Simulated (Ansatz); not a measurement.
Born–Oppenheimer molecular dynamics of BH₅NSi (8 atoms, charge 0, multiplicity 2). It starts at the highest image of a converged band. Of that band: Neighbouring images differ by up to 2.2 eV, so the band resolves the path poorly. A vibrational analysis at the climbing image gives one clearly imaginary mode, 2064i cm⁻¹: a first-order saddle point.

Method: UKS BHLYP/def2-SVP in Ansatz 0.2.0.

- ensemble: NVE (velocity Verlet)
- time step: 0.5 fs
- steps asked: 200
- starting velocities drawn for: 300 K
- seed: 5325

First frame:

```xyz
8
Properties=species:S:1:pos:R:3
B -0.314 1.309 -0.853
N 0.013 0.176 -0.146
Si 0.329 -1.222 0.760
H 0.361 1.606 -1.806
H -1.251 1.996 -0.538
H -0.811 -0.138 0.959
H 0.097 -2.510 0.075
H 1.577 -1.217 1.550
```

How far do the bonds stretch over the last three quarters of this one trajectory? (Pairs bonded in most of those frames.)


```json
{"bond": "B1–N2", "mean (Å)": "1.350", "spread (Å)": "0.034", "shortest": "1.30", "longest": "1.41"}
{"bond": "B1–H4", "mean (Å)": "1.208", "spread (Å)": "0.009", "shortest": "1.19", "longest": "1.23"}
{"bond": "B1–H5", "mean (Å)": "1.214", "spread (Å)": "0.008", "shortest": "1.20", "longest": "1.23"}
{"bond": "N2–Si3", "mean (Å)": "1.730", "spread (Å)": "0.023", "shortest": "1.70", "longest": "1.78"}
{"bond": "Si3–H6", "mean (Å)": "1.519", "spread (Å)": "0.081", "shortest": "1.39", "longest": "1.72"}
{"bond": "Si3–H7", "mean (Å)": "1.517", "spread (Å)": "0.051", "shortest": "1.41", "longest": "1.60"}
{"bond": "Si3–H8", "mean (Å)": "1.502", "spread (Å)": "0.030", "shortest": "1.44", "longest": "1.56"}
```

Mean temperature of the second half: 1435 K. The conserved energy stayed within 0.23 meV per atom of its start (net change 0.0096 meV per atom), so the integration is sound. The kinetic energy rose, since the run started high on the potential surface and went downhill. A run of 0.1 ps of so small a system gives no equilibrium averages.

The run took 5.4 min on 2 threads of Intel(R) Xeon(R) Platinum 8488C (Sapphire Rapids), on a shared host, peak memory 0.19 GiB.
